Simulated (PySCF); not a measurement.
Compound: pentanal, C₅H₁₀O.
InChI=1S/C5H10O/c1-2-3-4-5-6/h5H,2-4H2,1H3

Torsions of this conformer, `[CH3:1][CH2:2][CH2:3][CH2:4][CH:5]=[O:6]`: C1–C2–C3–C4 180°, C2–C3–C4–C5 180°, C3–C4–C5–O6 0°.

The closed-shell ground state was solved at several levels (PySCF, density fitting, gas phase, non-relativistic). Isolated species at its GFN2-xTB geometry (one conformer only).

```csv
level,basis functions,HOMO (eV),LUMO (eV),gap (eV),dipole (D)
CAM-B3LYP/def2-SVPD,203,-8.93,0.56,9.49,2.85
PBE0/pcSseg-1,152,-7.38,-0.48,6.90,2.68
```

(1) Estimate the row for PBE0/def2-SVPD, a basis of 203 functions; the other rows only guide the guess.

(2) Over all these levels, which gives the widest orbital gap and which the narrowest?

(3) How far do the dipole and the HOMO energy spread over the levels?

Results:

(1) HOMO -7.45 eV, LUMO -0.66 eV, gap 6.79 eV, dipole 2.78 D.

(2) CAM-B3LYP/def2-SVPD (range-separated hybrid) has the widest, 9.49 eV, and PBE0/def2-SVPD (global hybrid, 25 % exact exchange) the narrowest, 6.79 eV. The two share the basis. From the narrowest to the widest the HOMO moves by -1.48 eV and the LUMO by +1.22 eV.

(3) The dipole runs from 2.68 to 2.85 D (mean 2.77 D) and the HOMO from -8.93 to -7.38 eV.
